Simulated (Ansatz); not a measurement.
One starting cell of Sn (a generated trial cell of Sn in the diamond structure type) was relaxed twice with Ansatz (plane waves, PAW, scalar-relativistic): with PBEsol at 420 eV and with PBE at 420 eV. The PBEsol result:

```
Sn
1.0
    0.00000     3.27046     3.27046
    3.27046     0.00000     3.27046
    3.27046     3.27046     0.00000
Sn
2
Direct
  0.25000   0.25000   0.25000
  0.00000   0.00000   0.00000
```

| quantity | PBEsol | PBE |
|---|---|---|
| space group | Fd-3m | Fd-3m |
| volume (Å³/atom) | 34.98 | … |
| a (Å) | 6.541 | … |
| gap (eV, no spin-orbit coupling) | 0.00 | … |

What does PBE give for the same quantities?


- volume (Å³/atom), PBE: 36.88
- a (Å), PBE: 6.657
- gap (eV, no spin-orbit coupling), PBE: 0.00

Both levels end in the same structure; PBE's volume is 5.4 % larger. Neither column is exact.

No spin polarisation in the result.

Measured for Sn: a 6.477 Å (static lattice; corrected from measurement; as listed in Daniel Mejia-Rodriguez, S. B. Trickey, Phys. Rev. B (2018)). Computed minus measured — a: PBEsol +1.0 %, PBE +2.8 %. The computed values are for a static lattice.

The run could not lose the symmetry of its start.

All atoms sit on sites fixed by symmetry, so only the cell could relax.

Ansatz is a program for electronic structure.
